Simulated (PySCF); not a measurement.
C₃H₃ClO.
Numbering: `[CH2:1]=[CH:2][C:3](=[O:4])[Cl:5]` (hydrogens: H6, H7 on C1; H8 on C2)

Method: PBE0-D3(BJ)/def2-SVP geometry optimisation, gas phase in PySCF 2.14.0; density fitting, grid level 1; the optimiser is geomeTRIC in internal coordinates, started from a GFN2-xTB structure with every atom displaced at random (about 0.01 Å).

The end geometry, which sets the zero of energy:
```
atom  x, y, z in Å
C1     -0.2577    0.5907   -0.4823
C2      0.9245    0.9028    0.0565
C3      2.1482    0.8478   -0.7708
O4      2.2217    0.5709   -1.9224
Cl5     3.6092    1.2561    0.1719
H6     -0.3254    0.2958   -1.5335
H7     -1.1762    0.6211    0.1084
H8      1.0370    1.1997    1.1008
```

Question: These geometries come from the run, each turned onto the end geometry. Order them by energy, lowest first.
A.
```
atom  x, y, z in Å
C1     -0.2584    0.5895   -0.4794
C2      0.9240    0.9045    0.0569
C3      2.1418    0.8509   -0.7835
O4      2.2530    0.5732   -1.9318
Cl5     3.5897    1.2476    0.1779
H6     -0.3356    0.2941   -1.5298
H7     -1.1725    0.6205    0.1178
H8      1.0394    1.2045    1.1004
```
B.
```
atom  x, y, z in Å
C1     -0.2395    0.5759   -0.4728
C2      0.9153    0.8933    0.0524
C3      2.1121    0.8412   -0.7705
O4      2.2707    0.5637   -1.9151
Cl5     3.5717    1.2680    0.1659
H6     -0.3460    0.3224   -1.5150
H7     -1.1588    0.6296    0.1014
H8      1.0558    1.1908    1.0823
```
C.
```
atom  x, y, z in Å
C1     -0.2573    0.5913   -0.4834
C2      0.9269    0.8976    0.0586
C3      2.1548    0.8432   -0.7684
O4      2.2019    0.5785   -1.9209
Cl5     3.6116    1.2560    0.1718
H6     -0.3157    0.2900   -1.5329
H7     -1.1749    0.6262    0.1034
H8      1.0341    1.2022    1.1004
```

Answer: C (0.005 eV), A (0.009 eV), B (0.089 eV).

In the order of the answer:

```json
{"step": "1", "E above end (eV)": "0.005", "largest force (eV/Å)": "0.51", "rms force component (eV/Å)": "0.147", "rms distance from end (Å)": "0.010", "rms bond change (Å)": "0.003", "bond most changed (Å)": "C3–Cl5 -0.004"}
{"step": "2", "E above end (eV)": "0.009", "largest force (eV/Å)": "0.35", "rms force component (eV/Å)": "0.129", "rms distance from end (Å)": "0.016", "rms bond change (Å)": "0.002", "bond most changed (Å)": "C3–Cl5 -0.003"}
{"step": "0", "E above end (eV)": "0.089", "largest force (eV/Å)": "1.76", "rms force component (eV/Å)": "0.590", "rms distance from end (Å)": "0.033", "rms bond change (Å)": "0.016", "bond most changed (Å)": "C1=C2 -0.028"}
```

The cost below is that of the whole optimisation. Hardware: one thread of an Intel Xeon 6975P-C (shared host). Cost: 11 s of wall time, 0.38 GiB resident at most.
